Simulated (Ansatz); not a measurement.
Ideal-gas functions of fluorine, F₂ at 500 K and 1 bar, from an Ansatz frequency run at PBE0-D4/def2-TZVP.

Molar mass 38.0 g/mol, point group D∞h (symmetry number 2), electronic degeneracy 1, moments of inertia 17.976 u Å². Harmonic wavenumbers (cm⁻¹, unscaled): 1100.

Use S(trans) = R[1.5 ln M + 2.5 ln T − 1.1517]; rotational temperatures θ = 24.2544 K / I; S(rot) = R[ln(T/σθ) + 1]; for each mode x = 1.438777 ν̃/T, S = R[x/(eˣ − 1) − ln(1 − e⁻ˣ)] and H = RT x/(eˣ − 1); 1 cm⁻¹ = 0.0119627 kJ/mol; R = 8.31446 J/(mol·K).

Problem. By hand: the entropy, in J/(mol·K).

Solution. Translation 165.0. Rotation: θ = 1.3493 K, giving 51.7. Vibration, mode by mode: 1.52, in all 1.5. Electronic 0.0. Sum 218.2 J/(mol·K).

Problem. By hand: H − E and G − E in kJ/mol, counted from the electronic energy.

Solution. Zero-point energy ½ × 1100 × 0.0119627 = 6.6; thermal vibration 0.6; translation, rotation and pV give 3.5 RT = 14.6. H − E = 21.8 kJ/mol, and G − E = 21.8 − 500 × 218.2/1000 = -87.3 kJ/mol.

Vibration gives 1 % of the entropy; all modes have x over 3 and are hardly excited.
